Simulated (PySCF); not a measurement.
Species: C5H6N, charge 1, multiplicity 1. It need not be the lowest isomer of its formula. SMILES: c1cc[nH+]cc1
Geometry: optimised at B3LYP-D3(BJ)/def2-TZVP (Ansatz).

Dispersion corrections to the total energy (kcal/mol) from the dftd3 and dftd4 libraries through PySCF: D3(BJ) without and D4 with the three-body term, each with the damping fitted for the functional named.

```csv
functional,D3(BJ),D4
r2SCAN,___,-1.41
B2PLYP,-5.20,-4.04
HSE06,-4.18,-4.44
PW6B95,___,-5.12
BLYP,-14.13,-13.20
CAM-B3LYP,-5.00,___
B2GP-PLYP,-3.86,-2.39
```

Complete the blanks.


- r2SCAN, D3(BJ): -1.84
- PW6B95, D3(BJ): -3.14
- CAM-B3LYP, D4: -4.81
